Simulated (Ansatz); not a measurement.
All numbers below come from DFT, RPBE, plane waves (420 eV) with PAW, scalar-relativistic (Ansatz 0.2.0). The PAW files were generated under PBE, with cores re-solved for the functional.

An element in the hcp structure gives this curve. The cell is scaled uniformly from the relaxed one, with fractional coordinates and shape fixed. Energies are extrapolated to zero smearing, pressures are those at the given smearing. Magnetic state: non-magnetic.

| V (Å³/atom) | E − E₀ (meV/atom) | P (GPa) |
| --- | --- | --- |
| 15.755 | 101.7 | 16.82 |
| 16.471 | 42.1 | 10.14 |
| 17.188 | 9.7 | 4.59 |
| 17.904 | 0.0 | -0.02 |
| 18.620 | 9.1 | -3.86 |
| 19.336 | 33.9 | -7.04 |
| 20.052 | 71.7 | -9.68 |

**Question.** Which element is it?
A. tungsten
B. tantalum
C. molybdenum
D. titanium

**Answer.** D. Its fit is V₀ = 17.89 Å³/atom, B₀ = 105 GPa, B₀′ = 3.6.
